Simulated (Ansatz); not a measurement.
# H₂SO (triplet): from Hartree-Fock to the top rungs at distance O1–H3 along a hydrogen transfer = 1.576 Å, cc-pVTZ

Aim: climb from Hartree-Fock through coupled cluster and multireference methods for H₂SO (triplet) at one geometry and basis, and see what each rung misses.

Program: Ansatz 0.2.0, Gaussian basis. Level of theory: cc-pVTZ, correlated electrons: outside noble gas. These are calculated values, not measurements.

To be run: UHF; CCSD(T) on ROHF; CCSD(T) on UHF; BCCD(T) on ROHF; CCSDT(Q) on ROHF; CCSDT(Q) on UHF; CASSCF and NEVPT2, 4 electrons in 4 orbitals; CASSCF and NEVPT2, 14 electrons in 10 orbitals.

## (1) The system

The geometry derives from fragments relaxed apart (PBE0/def2-TZVP) and kept rigid, so it is no stationary point. A hydrogen atom is moved between rigid fragments.

4 atoms, charge 0, spin multiplicity 3.

Atoms are counted from 1 here; the program's logs count them from 0.

Bond lengths: O1–H2 0.960 Å, H3–S4 1.380 Å.

In the tables R marks a restricted open-shell determinant and U an unrestricted one; 'pair' is the active space of 4 electrons in 4 orbitals; 'valence' is the active space of 14 electrons in 10 orbitals; correlation energies count from the lowest restricted Hartree-Fock solution.

## (2) UHF

in.yaml

```yaml
crystal:
  periodic: [false, false, false]
  atoms:
    - {symbol: O, position_ang: [-1.070673, -0.231644, 0.000000]}
    - {symbol: H, position_ang: [-1.319982, 0.694932, 0.000000]}
    - {symbol: H, position_ang: [0.505327, -0.231644, 0.000000]}
    - {symbol: S, position_ang: [1.885327, -0.231644, 0.000000]}
basis:
  gaussian: {orbitals: cc-pVTZ}
magnetization: {spin_polarized: true, initial_magnetization: 2}
hamiltonian: {xc: hf}
output: {orbitals: {seedname: orbitals}}
```

Command:

```sh
> ansatz run in.yaml --threads 1 --pin off --events-out ev --progress --plain --max-ram 2816MiB --backend cpu
```

The runs that follow: CCSD(T) on ROHF; CCSD(T) on UHF; BCCD(T) on ROHF; CCSDT(Q) on ROHF; CCSDT(Q) on UHF; CASSCF and NEVPT2, 4 electrons in 4 orbitals; CASSCF and NEVPT2, 14 electrons in 10 orbitals.

**Question.** What will the summary of the whole plan be? Wanted: correlation energy, UCCSDT(Q); RMP2 from UCCSDT(Q); UMP2 from UCCSDT(Q); RCCSD from UCCSDT(Q); RCCSD(T) from UCCSDT(Q); UCCSD(T) from UCCSDT(Q); RCCSDT(Q) from UCCSDT(Q); NEVPT2 valence from UCCSDT(Q); T1 diagnostic.

As calculated:

| quantity | value |
| --- | --- |
| correlation energy, UCCSDT(Q) | -11.5873 eV |
| RMP2 from UCCSDT(Q) | +32.48 kcal/mol |
| UMP2 from UCCSDT(Q) | +33.13 kcal/mol |
| RCCSD from UCCSDT(Q) | +9.59 kcal/mol |
| RCCSD(T) from UCCSDT(Q) | +1.21 kcal/mol |
| UCCSD(T) from UCCSDT(Q) | +1.20 kcal/mol |
| RCCSDT(Q) from UCCSDT(Q) | +0.06 kcal/mol |
| NEVPT2 valence from UCCSDT(Q) | +45.03 kcal/mol |
| levels of the table within 1 kcal/mol (43 meV) | RCCSDT, UCCSDT, RCCSDT(Q) |
| T1 diagnostic | 0.026 |
| effectively unpaired electrons | 2.01 |

**Reading.** RCCSD(T) misses by +1.21 kcal/mol, 0.5 % of the correlation energy. One determinant dominates. These misses are within one basis, not against nature; the frozen cores of restricted and unrestricted runs differ, which can shift their rows.
